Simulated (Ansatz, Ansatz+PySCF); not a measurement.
```xyz
5

C    -0.0163    0.0031    0.0014
H     0.4057    0.9164   -0.4173
H    -0.2902   -0.6743   -0.8070
H    -0.9025    0.2474    0.5867
H     0.7219   -0.4771    0.6433
```

Basis set: def2-SVP (spherical functions). Correlated methods keep 1 orbital frozen. Charge 0, multiplicity 3.

Computed with Ansatz (development build ahead of 0.2.0); each method stands on the lowest determinant of its kind that the runs found.

Problem. Give the atomization energy at this shape (free ground-state atoms in the same class of orbitals less the molecule, no zero-point energy) of triplet CH4 by PBE0 (unrestricted), UHF-CCSD(T), UHF.

Solution.

```
             method  atomization energy
PBE0 (unrestricted)        683.1 kJ/mol
        UHF-CCSD(T)        600.2 kJ/mol
                UHF        342.2 kJ/mol
```

Caution: another spin multiplicity may lie lower; the determinant breaks the point group.
